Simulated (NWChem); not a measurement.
# P2H4 (diphosphine): r2SCAN/6-311+G(d,p)

What is the vertical ionisation energy of P2H4 (diphosphine) at r2SCAN/6-311+G**? 

The calculation is run with NWChem 7.3.0.

## 1. The structure to begin with

The species is P2H4 (6 atoms), meant as a singlet with charge 0. As SMILES, `PP`. The shape is that of a PBE0-D4/def2-TZVP optimisation. This is one conformer, not always the lowest.

Bond lengths: P1–P2 2.227 Å, P1–H3 1.422 Å, P1–H4 1.422 Å, P2–H5 1.422 Å, P2–H6 1.422 Å. Angles: P1–P2–H5 93.6°, P1–P2–H6 93.6°, P2–P1–H3 93.6°, P2–P1–H4 93.6°, H5–P2–H6 92.0°, H3–P1–H4 92.0°.

## 2. The energy at r2SCAN/6-311+G(d,p)

Contents of h4p2.nw:

```
start h4p2
title "H4P2"
memory 2200 mb
geometry noautosym nocenter noautoz
  P        0.365100      -1.048800      -0.082300
  P       -0.365200       1.049100       0.078100
  H       -0.497000      -1.521600       0.945000
  H       -0.572100      -1.392900      -1.094900
  H        0.502800       1.524600      -0.942900
  H        0.566400       1.389600       1.097000
end
basis spherical bse
  P library 6-311+G**
  H library 6-311+G**
end
dft
  xc r2scan
  grid lebedev 50 8
  convergence energy 1e-08
  iterations 100
  mulliken
  noprint "final vectors analysis"
end
task dft
```

On the command line:

```console
$ nwchem h4p2.nw > h4p2.out
```

Standard output:

```text
Northwest Computational Chemistry Package (NWChem) 7.3.0
             --------------------------------------------------------

           Job information
           ---------------

    nwchem branch   = 7.3.0
    use scalapack   = T
    input           = h4p2.nw
    prefix          = h4p2.
    data base       = ./h4p2.db
    status          = startup
    nproc           =        1

           Memory information
           ------------------

    heap     =     72089600 doubles =      550.0 Mbytes
    stack    =     72089597 doubles =      550.0 Mbytes
    global   =    144179200 doubles =     1100.0 Mbytes (distinct from heap & stack)
    total    =    288358397 doubles =     2200.0 Mbytes
    verify   = yes
    hardfail = no

           Directory information
           ---------------------

  0 permanent = .
  0 scratch   = .

                                NWChem Input Module
                                -------------------

                                       H4P2
                                       ----

 Scaling coordinates for geometry "geometry" by  1.889725989
 (inverse scale =  0.529177249)

                             Geometry "geometry" -> ""
                             -------------------------

 Output coordinates in angstroms (scale by  1.889725989 to convert to a.u.)

  No.       Tag          Charge          X              Y              Z
 ---- ---------------- ---------- -------------- -------------- --------------
    1 P                   15.0000     0.36510000    -1.04880000    -0.08230000
    2 P                   15.0000    -0.36520000     1.04910000     0.07810000
    3 H                    1.0000    -0.49700000    -1.52160000     0.94500000
    4 H                    1.0000    -0.57210000    -1.39290000    -1.09490000
    5 H                    1.0000     0.50280000     1.52460000    -0.94290000
    6 H                    1.0000     0.56640000     1.38960000     1.09700000

      Atomic Mass
      -----------

      P                 30.973760
      H                  1.007825

 Effective nuclear repulsion energy (a.u.)      88.6190603521

            Nuclear Dipole moment (a.u.)
            ----------------------------
        X                 Y               Z
 ---------------- ---------------- ----------------
    -0.0026456164     0.0079368492    -0.1111158881

            XYZ format geometry
            -------------------
     6
 geometry
 P                     0.36510000    -1.04880000    -0.08230000
 P                    -0.36520000     1.04910000     0.07810000
 H                    -0.49700000    -1.52160000     0.94500000
 H                    -0.57210000    -1.39290000    -1.09490000
 H                     0.50280000     1.52460000    -0.94290000
 H                     0.56640000     1.38960000     1.09700000

 ==============================================================================
                                internuclear distances
 ------------------------------------------------------------------------------
       center one      |      center two      | atomic units |  angstroms
 ------------------------------------------------------------------------------
    2 P                |   1 P                |     4.20873  |     2.22716
    3 H                |   1 P                |     2.68720  |     1.42201
    4 H                |   1 P                |     2.68721  |     1.42201
    5 H                |   2 P                |     2.68711  |     1.42196
    6 H                |   2 P                |     2.68712  |     1.42196
 ------------------------------------------------------------------------------
                         number of included internuclear distances:          5
 ==============================================================================

 ==============================================================================
                                 internuclear angles
 ------------------------------------------------------------------------------
        center 1       |       center 2       |       center 3       |  degrees
 ------------------------------------------------------------------------------
    2 P                |   1 P                |   3 H                |    93.58
    2 P                |   1 P                |   4 H                |    93.62
    3 H                |   1 P                |   4 H                |    91.97
    1 P                |   2 P                |   5 H                |    93.62
    1 P                |   2 P                |   6 H                |    93.57
    5 H                |   2 P                |   6 H                |    91.98
 ------------------------------------------------------------------------------
                            number of included internuclear angles:          6
 ==============================================================================

                      Basis "ao basis" -> "" (spherical)
                      -----
  [basis functions not shown]

 Summary of "ao basis" -> "" (spherical)
 ------------------------------------------------------------------------------
       Tag                 Description            Shells   Functions and Types
 ---------------- ------------------------------  ------  ---------------------
 P                         6-311+G**                14       30   7s6p1d
 H                         6-311+G**                 4        6   3s1p

                                 NWChem DFT Module
                                 -----------------

                                       H4P2

 Summary of "ao basis" -> "ao basis" (spherical)
 ------------------------------------------------------------------------------
       Tag                 Description            Shells   Functions and Types
 ---------------- ------------------------------  ------  ---------------------
 P                         6-311+G**                14       30   7s6p1d
 H                         6-311+G**                 4        6   3s1p

  Caching 1-el integrals
  itol2e modified to match energy
  convergence criterion.
  tol_rho modified to match energy
  convergence criterion.

            General Information
            -------------------
          SCF calculation type: DFT
          Wavefunction type:  closed shell.
          No. of atoms     :     6
          No. of electrons :    34
           Alpha electrons :    17
            Beta electrons :    17
          Charge           :     0
          Spin multiplicity:     1
          Use of symmetry is: off; symmetry adaption is: off
          Maximum number of iterations: 100
          AO basis - number of functions:    84
                     number of shells:    44
          Convergence on energy requested:  1.00D-08
          Convergence on density requested:  1.00D-05
          Convergence on gradient requested:  5.00D-04

              XC Information
              --------------
                      r^2SCAN Method XC Functional
               r^2SCAN metaGGA Exchange Functional  1.000
                     r^2SCAN Correlation Potential  1.000

             Grid Information
             ----------------
          Grid used for XC integration:  lebedev
          Radial quadrature: Mura-Knowles
          Angular quadrature: Lebedev.
          Tag              B.-S. Rad. Rad. Pts. Rad. Cut. Ang. Pts.
          ---              ---------- --------- --------- ---------
          P                   1.00       50          13.0       194
          H                   0.35       50          12.0       194
          Grid pruning is: on
          Number of quadrature shells:   300
          Spatial weights used:  Erf1

          Convergence Information
          -----------------------
          Convergence aids based upon iterative change in
          total energy or number of iterations.
          Levelshifting, if invoked, occurs when the
          HOMO/LUMO gap drops below (HL_TOL):  1.00D-02
          DIIS, if invoked, will attempt to extrapolate
          using up to (NFOCK): 10 stored Fock matrices.

                    Damping( 0%)  Levelshifting(0.5)       DIIS
                  --------------- ------------------- ---------------
          dE  on:    start            ASAP                start
          dE off:    2 iters        100 iters           100 iters

      Screening Tolerance Information
      -------------------------------
          Density screening/tol_rho:  1.00D-11
          AO Gaussian exp screening on grid/accAOfunc:  18
          CD Gaussian exp screening on grid/accCDfunc:  20
          XC Gaussian exp screening on grid/accXCfunc:  20
          Schwarz screening/accCoul:  1.00D-09

      Superposition of Atomic Density Guess
      -------------------------------------

 Sum of atomic energies:        -683.30018801

      Non-variational initial energy
      ------------------------------

 Total energy =    -683.843045
 1-e energy   =   -1120.886135
 2-e energy   =     348.424030
 HOMO         =      -0.253346
 LUMO         =       0.021584

   Time after variat. SCF:      0.2

     ---------------------------------------------
      Total Density - Mulliken Population Analysis
     ---------------------------------------------

    Atom       Charge   Shell Charges
 -----------   ------   -------------------------------------------------------
    1 P   15    15.13   0.79  1.18  0.93  1.06  0.92  0.94  2.01  3.89  0.57  2.06  0.79  0.02 -0.09  0.06
    2 P   15    15.13   0.79  1.18  0.93  1.06  0.92  0.94  2.01  3.89  0.57  2.06  0.79  0.02 -0.09  0.06
    3 H    1     0.94   0.22  0.53  0.17  0.02
    4 H    1     0.94   0.22  0.53  0.17  0.02
    5 H    1     0.94   0.22  0.53  0.17  0.02
    6 H    1     0.94   0.22  0.53  0.17  0.02
   Time prior to 1st pass:      0.2

 Grid_pts file          = ./h4p2.gridpts.0
 Record size in doubles =  12289        No. of grid_pts per rec  =   3070
 Max. records in memory =     22        Max. recs in file   = *********

 Grid integrated density:      33.999794143667
 Requested integration accuracy:   0.10E-07

           Memory utilization after 1st SCF pass:
           Heap Space remaining (MW):       38.26            38261168
          Stack Space remaining (MW):       72.09            72088980

   convergence    iter        energy       DeltaE   RMS-Dens  Diis-err    time
 ---------------- ----- ----------------- --------- --------- ---------  ------
 d= 0,ls=0.0,diis     1   -685.0253768116 -7.74D+02  5.58D-03  8.69D-01     0.7
 Grid integrated density:      33.999815731963
 Requested integration accuracy:   0.10E-07
 d= 0,ls=0.0,diis     2   -685.0455791948 -2.02D-02  3.14D-03  2.65D-02     1.1
 Grid integrated density:      33.999811097598
 Requested integration accuracy:   0.10E-07
 d= 0,ls=0.0,diis     3   -685.0472819275 -1.70D-03  1.51D-03  1.76D-02     1.5
 Grid integrated density:      33.999812703152
 Requested integration accuracy:   0.10E-07
 d= 0,ls=0.0,diis     4   -685.0499291482 -2.65D-03  2.44D-04  3.81D-04     2.0
 Grid integrated density:      33.999812563288
 Requested integration accuracy:   0.10E-07
 d= 0,ls=0.0,diis     5   -685.0499949137 -6.58D-05  2.17D-05  2.05D-06     2.4
 Grid integrated density:      33.999812634774
 Requested integration accuracy:   0.10E-07
 d= 0,ls=0.0,diis     6   -685.0499952528 -3.39D-07  4.03D-06  8.96D-08     2.9
 Grid integrated density:      33.999812624288
 Requested integration accuracy:   0.10E-07
 d= 0,ls=0.0,diis     7   -685.0499952646 -1.19D-08  9.96D-07  6.71D-09     3.3
 Grid integrated density:      33.999812624895
 Requested integration accuracy:   0.10E-07
 d= 0,ls=0.0,diis     8   -685.0499952655 -9.13D-10  1.76D-07  5.28D-11     3.8

         Total DFT energy =     -685.049995265534
      One electron energy =    -1122.944607837739
           Coulomb energy =      397.183211056315
    Exchange-Corr. energy =      -47.907658836170
 Nuclear repulsion energy =       88.619060352061

 Numeric. integr. density =       33.999812624895

     Total iterative time =      3.6s

     ---------------------------------------------
      Total Density - Mulliken Population Analysis
     ---------------------------------------------

    Atom       Charge   Shell Charges
 -----------   ------   -------------------------------------------------------
    1 P   15    15.08   0.79  1.17  0.92  1.06  0.92  1.00  2.03  3.85  0.64  2.07  0.59  0.03 -0.06  0.08
    2 P   15    15.08   0.79  1.17  0.92  1.06  0.92  1.00  2.03  3.85  0.64  2.07  0.59  0.03 -0.06  0.08
    3 H    1     0.96   0.24  0.57  0.13  0.02
    4 H    1     0.96   0.24  0.57  0.13  0.02
    5 H    1     0.96   0.24  0.57  0.13  0.02
    6 H    1     0.96   0.24  0.57  0.13  0.02

     -------------------------------------------
      Total Density - Lowdin Population Analysis
     -------------------------------------------

    Atom       Charge   Shell Charges
 -----------   ------   -------------------------------------------------------
    1 P   15    14.86   0.91  1.08  0.93  1.03  0.75  0.62  2.23  3.44  0.93  1.84  0.76  0.10  0.15  0.09
    2 P   15    14.86   0.91  1.08  0.93  1.03  0.75  0.62  2.23  3.44  0.93  1.84  0.76  0.10  0.15  0.09
    3 H    1     1.07   0.26  0.51  0.24  0.06
    4 H    1     1.07   0.26  0.51  0.24  0.06
    5 H    1     1.07   0.26  0.51  0.24  0.06
    6 H    1     1.07   0.26  0.51  0.24  0.06

 center of mass
 --------------
 x =  -0.00008583 y =   0.00025748 z =  -0.00360472

 moments of inertia (a.u.)
 ------------------
         290.518820227971          73.550821681968           5.384370762054
          73.550821681968          50.109797019620         -19.236478786025
           5.384370762054         -19.236478786025         307.663946821079

     Multipole analysis of the density
     ---------------------------------

     L   x y z        total         alpha         beta         nuclear
     -   - - -        -----         -----         ----         -------
     0   0 0 0      0.000000    -17.000000    -17.000000     34.000000

     1   1 0 0      0.000102      0.001374      0.001374     -0.002646
     1   0 1 0     -0.000099     -0.004018     -0.004018      0.007937
     1   0 0 1      0.001784      0.056450      0.056450     -0.111116

     2   2 0 0    -24.217312    -21.300504    -21.300504     18.383696
     2   1 1 0      2.470188     16.204945     16.204945    -29.939701
     2   1 0 1      0.289278      1.170552      1.170552     -2.051826
     2   0 2 0    -21.927303    -85.098436    -85.098436    148.269569
     2   0 1 1     -0.182469     -4.908215     -4.908215      9.633961
     2   0 0 2    -20.425698    -18.028826    -18.028826     15.631955

 Task  times  cpu:        3.7s     wall:        3.7s
 Total times  cpu:        3.8s     wall:        3.8s
```

Run time: 4.5 s. Hardware: 1 thread of Intel Xeon 6975P-C (Granite Rapids), shared host; peak memory 0.1 GiB.

(Part 1 of 2 ends here.)
